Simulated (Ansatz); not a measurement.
Working through the energy of protonation at one site of C2H5N, SMILES C=NC

With Ansatz 0.2.0 through its Python package.

Run as a notebook:

```python
from dataclasses import dataclass

import ansatz
import numpy as np


@dataclass(frozen=True)
class Options:
    basis_set: str = "def2-SVP"
    method: str = "MP2"
    charge: int = 1
    force_tol: float = 0.01
```

```python
cfg = Options()
```

```python
system = (
    ansatz.Crystal.molecule()
    .atom("C", (-0.71505, 0.69282, -0.84004))
    .atom("N", (0.39126, 0.58853, -0.26661))
    .atom("C", (0.63312, -0.49115, 0.65298))
    .atom("H", (-1.56403, 0.01197, -0.70283))
    .atom("H", (-0.85854, 1.51411, -1.52685))
    .atom("H", (-0.08237, -0.4808, 1.47911))
    .atom("H", (0.55539, -1.45991, 0.15374))
    .atom("H", (1.64023, -0.37558, 1.0505))
)
```

```python
model = (
    system.calculation()
    .basis(gaussian=cfg.basis_set)
    .correlation(cfg.method)
)
symbols = [site.symbol for site in system.cartesian_sites]
start = np.array([site.position_ang for site in system.cartesian_sites], dtype=float)
rep = model.relax(force_tolerance=0.01, max_steps=100).run().report
end = np.array(rep["positions_ang"])

away = sum((end[1] - end[j]) / np.linalg.norm(end[1] - end[j]) for j in [0, 2]) + np.array([0.15, 0.1, -0.2])
proton = end[1] + 1.0 * away / np.linalg.norm(away)
acid = ansatz.Crystal.molecule()
for symbol, place in zip(symbols, end):
    acid = acid.atom(symbol, place.tolist())
acid = acid.atom("H", proton.tolist())
protonated = (
    acid.calculation()
    .basis(gaussian=cfg.basis_set)
    .correlation(cfg.method)
    .charge(cfg.charge)
    .relax(force_tolerance=cfg.force_tol, max_steps=80)
)
after = protonated.run().report
xyz = np.array(after["positions_ang"])
reach = np.linalg.norm(xyz[:-1] - xyz[-1], axis=1)
print(f"base {rep['free_energy_ev']:.5f} eV, protonated {after['free_energy_ev']:.5f} eV")
print(f"the proton ends {reach.min():.3f} A from {symbols[reach.argmin()]}{reach.argmin()}")
print(f"electronic proton affinity {23.060548 * (rep['free_energy_ev'] - after['free_energy_ev']):.1f} kcal/mol")
```

    base -3630.16510 eV, protonated -3639.98663 eV
    the proton ends 1.027 A from N1
    electronic proton affinity 226.5 kcal/mol

What to keep in mind:
- Total energies depend on the basis set; only differences at equal settings carry meaning.
- The proton is put on one chosen atom, which needn't be the most basic site, so the molecule's proton affinity can be higher; the ends are stationary points, not checked by frequencies, and zero-point and thermal terms count only where printed.
- It ran for 26 s on 1 thread of Arm Neoverse V2, with other jobs on the host, peak memory 0.23 GiB.

(Lines on the test bed's own set-up are left out of the output.)
